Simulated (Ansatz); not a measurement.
CH₅B (`BC`) at its PBE0-D4/def2-TZVP geometry, where that method's forces vanish. The species carries charge 0 and has multiplicity 1.

```xyz
7

B     0.1259   -0.8635   -0.1064
C    -0.1584    0.6404    0.1266
H     0.8717   -1.4679    0.6115
H    -0.3406   -1.4397   -1.0484
H    -0.0399    0.9820    1.1564
H     0.6398    1.1429   -0.4492
H    -1.0985    1.0059   -0.2905
```

Q: What forces (eV/Å) does r2SCAN-D4/def2-TZVPP give on these atoms in the Gaussian-basis code of Ansatz? (An estimate is asked.)

A: The calculation gave: 
```
B1   0.015 -0.026 -0.011
C2  -0.023 -0.035  0.015
H3  -0.023  0.021 -0.021
H4   0.013  0.020  0.029
H5   0.007  0.011 -0.028
H6  -0.019  0.000  0.014
H7   0.029  0.010  0.002
```
